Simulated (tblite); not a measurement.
Species: H₆NSi₂ (doublet state).
Z-matrix (Å and degrees, GFN2-xTB geometry), rows numbered from 1:
```
N 
Si  1  1.7304
Si  2  2.2720  1  104.10
H   1  1.0068  2  119.16  3    49.71
H   1  1.0068  2  118.17  3  -173.57
H   2  1.4719  1  101.92  3   127.65
H   2  1.4802  1  114.10  3  -119.12
H   3  1.4671  2  117.99  1  -167.35
H   3  1.4659  2  121.90  1    59.98
```

Level: GFN2-xTB in tblite, geometry and Hessian alike; calculated harmonic values, unscaled, isolated species. Errors from tens to a few hundred cm⁻¹ against measured bands are possible. Modes of hydrogen on silicon can be 10 to 20 % off. One conformer, not necessarily the lowest. Open shells enter through the occupations alone, without spin polarisation, and single modes of such species can be off by tens of per cent.

Harmonic wavenumbers (cm⁻¹): 79.8, 174.1, 203.9, 363.8, 391.9, 441.8, 515.5, 530.3, 596.0, 697.1, 808.0, 836.1, 857.0, 875.0, 1544.7, 2076.0, 2156.8, 2205.2, 2217.0, 3479.9, 3511.7.

A = 15003, B = 3702, C = 3131 MHz; mass 76.004 u (most abundant isotopes); point group C1, symmetry number 1; spin multiplicity 2.

Task: What is the zero-point energy?

Result: ½Σν̃ = 12281 cm⁻¹ = 35.11 kcal/mol.

Task: What is S at 273.15 K and 1 bar for an ideal gas of classical rigid rotors and harmonic oscillators?

Result: Translation 38.49, rotation 24.77, vibration 12.57, spin (R ln 2) 1.38: S = 77.2 cal/(mol K).

Task: And Cp and H(273.15 K) − H(0)?

Result: Cp = 23.52 cal/(mol K), of which vibrations give 15.57 (their classical limit is 21 R = 41.7); H(273.15 K) − H(0) = 4.17 kcal/mol without the zero-point energy, 2.00 from vibrations.

Task: Blend soft modes into free rotors: weight 1/[1 + (100 cm⁻¹/ν̃)⁴] for the oscillator and the rest for a rotor with moment μB/(μ + B), μ = h/(8π²ν), B = 10⁻⁴⁴ kg m². What vibrational entropy results?

Result: 12.07 cal/(mol K) in place of 12.57, which changes −T·S at 273.15 K by +0.14 kcal/mol.

Task: What must be added to the electronic energy to get the Gibbs energy at 273.15 K and 1 bar?

Result: ZPE + [H(273.15 K) − H(0)] − T·S = 35.11 + 4.17 − 21.09 = 18.19 kcal/mol.

Task: Which modes carry the vibrational entropy at 273.15 K?

Result: 79.8 cm⁻¹: 3.72; 174.1 cm⁻¹: 2.23; 203.9 cm⁻¹: 1.94; 363.8 cm⁻¹: 0.97; 391.9 cm⁻¹: 0.87; 441.8 cm⁻¹: 0.70 cal/(mol K); the other 15 give 2.14 together.

Hindered rotation and anharmonicity are outside this model. Other conformers, if any are populated, would add a mixing term that is left out. The structure is chiral; the term R ln 2 for an equal mix with its mirror image is left out.

The run took 0.16 s wall on Arm Neoverse V1, one thread, on a shared host. The figure is for the frequency step alone.
